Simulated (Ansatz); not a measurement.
A CuNi$_{4}$P$_{2}$Pd$_{9}$ cell: a random packing after short dynamics, relaxed.

```
Pd Ni P Cu
1.0
     6.88233    0.79646   -0.19949
     0.83525    6.06189    0.79740
    -0.17184    0.76835    5.57027
Pd Ni P Cu
9 4 2 1
Direct
  0.68101 0.20088 0.45707
  0.44505 0.59775 0.03286
  0.28197 0.28400 0.34648
  0.77916 0.84563 0.89284
  0.55016 0.88849 0.27874
  0.43996 0.20420 0.83922
  0.69402 0.52134 0.67454
  0.07443 0.45585 0.86600
  0.09398 0.03382 0.69002
  0.81470 0.19140 0.05497
  0.15496 0.99493 0.16403
  0.29896 0.64482 0.52857
  0.88452 0.47478 0.28569
  0.44450 0.89293 0.66465
  0.10542 0.66932 0.15358
  0.92180 0.80636 0.44984
```

Level of theory: DFT PBE, scalar-relativistic, plane waves, PAW in Ansatz.

Settings: cutoff 420 eV, Γ-centred mesh 5×5×6 on the computed 16-atom cell, Gaussian smearing of 0.10 eV; no spin polarisation.

Problem. Describe its local order.

Solution. Counting as bonded all pairs within 1.2 times the summed covalent radii:

| atom → neighbour | mean count | mean length (Å) | spread (Å) |
| --- | --- | --- | --- |
| Cu → Ni | 4.00 | 2.59 | 0.08 |
| Cu → P | 1.00 | 2.35 | 0.00 |
| Cu → Pd | 7.00 | 2.75 | 0.19 |
| Ni → Cu | 1.00 | 2.59 | 0.08 |
| Ni → Ni | 1.50 | 2.47 | 0.09 |
| Ni → P | 1.00 | 2.26 | 0.10 |
| Ni → Pd | 7.75 | 2.81 | 0.20 |
| P → Cu | 0.50 | 2.35 | 0.00 |
| P → Ni | 2.00 | 2.26 | 0.10 |
| P → Pd | 6.00 | 2.46 | 0.14 |
| Pd → Cu | 0.78 | 2.75 | 0.19 |
| Pd → Ni | 3.44 | 2.81 | 0.20 |
| Pd → P | 1.33 | 2.46 | 0.14 |
| Pd → Pd | 6.89 | 2.84 | 0.16 |

Angles between all pairs of such bonds at an atom (mean ± spread): 96 ± 34° at Cu, 97 ± 34° at Ni, 99 ± 31° at P, 96 ± 34° at Pd.

Problem. Does it have a gap?

Solution. It has no gap on the mesh. Levels at Γ next to the Fermi level (eV from it): -0.39, -0.34, -0.25, -0.21, -0.10, -0.04, 0.11, 0.24, 0.68, 0.81, 1.43, 1.59. It lies 0.14 eV/atom below the elements' standard states (static lattices, no corrections for gases).

The final mesh leaves forces up to 0.12 eV/Å and stresses up to 0.7 GPa: the relaxation ran on a coarser mesh, so the cell's shape, its bonds and its energy belong partly to that mesh.

Spin polarisation was left out, and a magnetic state may lie lower.

Cost: 2 runs of about 28 core-minutes in all (earlier runs that led there not counted), on Arm Neoverse V1 (shared hosts).